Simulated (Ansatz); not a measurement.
**Relaxing europium (bcc)**

Level of theory: DFT, RPBE, plane waves (420 eV) with PAW, scalar-relativistic (Ansatz 0.2.0). (PAW data from PBE, frozen cores regenerated.)

k-point mesh 7×7×7, Fermi-Dirac smearing 0.05 eV, starting moments 7.00, -7.00 μB. Cell and atoms relax.

Starting structure:

```yaml
crystal:
  lattice:
    - [4.551, 0.0, 0.0]
    - [0.0, 4.551, 0.0]
    - [0.0, 0.0, 4.551]
  atoms:
    - { symbol: Eu, position: [0.0, 0.0, 0.0], spin: 7.0 }
    - { symbol: Eu, position: [0.5, 0.5, 0.5], spin: -7.0 }
hamiltonian:
  xc: rpbe
  pseudopotentials:
    kind: paw
    azcp:
      Eu: "pseudopotentials/Eu.paw.azcp"
basis:
  ecutwfc: 420
  fft_grid_basis: typed
kpoints:
  mp_grid: { grid: [7, 7, 7], shift: [0, 0, 0] }
magnetization:
  spin_polarized: true
scf:
  occupations: { method: fermi_dirac, width: 0.05 }
relax:
  max_steps: 60
  f_tol: 0.01
  cell: {}
```

**Question.** What cell does the relaxation end in?

**Answer.** Im-3m (spin ignored) with a = 4.538 Å; 46.73 Å³ per atom against 47.13 at the start (-0.8 %).

**Question.** How much energy does the relaxation gain?

**Answer.** 0.1 meV per atom.

Path of the relaxation (the plane waves are chosen anew near the end, which can shift the energy a little):

| step | E − E(final) (meV/atom) | V (Å³/atom) | P (GPa) | max force (eV/Å) |
| --- | --- | --- | --- | --- |
| 0 | 0.12 | 47.129 | -0.10 | 0.000 |
| 1 | 0.00 | 47.002 | -0.07 | 0.000 |
| 2 | -0.18 | 46.734 | 0.00 | 0.000 |
| 3 | 0.00 | 46.734 | 0.00 | 0.000 |

**Question.** Which magnetic state does it end in?

**Answer.** antiferromagnetic, largest moment 6.93 μB in the atomic sphere; moments 6.93, -6.93 μB.

Real europium orders as a helical antiferromagnet, which these cells can't hold.

With an open f shell the SCF can settle in more than one state.
